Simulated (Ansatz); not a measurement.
A nudged elastic band was laid between two geometries of C2H4OS (8 atoms, charge 0, multiplicity 1).

These are results of Ansatz 0.2.0, RKS PBE-D4/cc-pVDZ, not measurements.

* movable images: 5
* climbing image: yes
* spring: 5.0 eV/Å²
* optimiser: quadratic models (default)
* start path: through a guess of the saddle point
* force threshold: 0.05 eV/Å
* iteration limit: 60
* end points: relaxed

Initial state:

```xyz
8
Properties=species:S:1:pos:R:3
C 0.143 0.968 -0.063
C -0.071 -0.512 -0.195
O -0.064 -1.116 1.012
S -0.294 -1.347 -1.607
H 1.099 1.162 0.466
H -0.662 1.406 0.565
H 0.153 1.455 -1.051
H -0.212 -2.072 0.817
```

Final state:

```xyz
8
Properties=species:S:1:pos:R:3
C 0.172 1.046 -0.041
C 0.126 -0.427 0.307
O 0.550 -0.915 1.334
S -0.684 -1.422 -1.005
H 0.907 1.550 0.613
H -0.830 1.490 0.136
H 0.426 1.204 -1.107
H -0.574 -2.582 -0.292
```

Question: Which bonds break or form, and what moves?

Answer: Bonds broken: O3–H8. Bonds formed: S4–H8.

Question: What energy profile does the band end with?

Answer: The run converged. The highest image is number 3 of 0 to 6, 0.91 eV above the first end and 1.07 eV above the last; the last end lies 0.16 eV below the first. A vibrational analysis at the climbing image gives 2 clearly imaginary modes (1461i, 46i cm⁻¹): a point of higher order, so a lower path passes nearby. The orbitals stay closed-shell, which can raise the energy where a bond breaks towards radicals; this wasn't checked here.

| image | path coordinate (Å) | energy (eV) | O3–H8 (Å) | S4–H8 (Å) |
| --- | --- | --- | --- | --- |
| 0 | 0.00 | 0.00 | 0.99 | 2.53 |
| 1 | 0.38 | 0.00 | 0.99 | 2.51 |
| 2 | 0.75 | 0.28 | 1.04 | 2.07 |
| 3 | 1.13 | 0.91 | 1.37 | 1.65 |
| 4 | 1.62 | 0.18 | 1.98 | 1.39 |
| 5 | 2.11 | -0.15 | 2.52 | 1.37 |
| 6 | 2.60 | -0.16 | 2.59 | 1.37 |

Question: What is the geometry of the highest image?

Answer: 
```xyz
8
Properties=species:S:1:pos:R:3:forces:R:3
C 0.159 1.013 -0.052 0.01 0.00 0.01
C -0.031 -0.470 0.018 -0.01 0.00 -0.01
O 0.124 -1.119 1.113 0.01 -0.01 0.01
S -0.497 -1.529 -1.259 0.00 0.01 0.00
H 1.015 1.305 0.586 0.00 0.00 0.00
H -0.745 1.504 0.365 0.00 0.00 -0.01
H 0.306 1.368 -1.086 0.00 0.00 0.00
H -0.239 -2.129 0.259 0.00 0.00 0.00
```

Run time: 74 s on 1 thread of Intel(R) Xeon(R) 6975P-C (Granite Rapids) (shared host), peak memory 0.13 GiB.
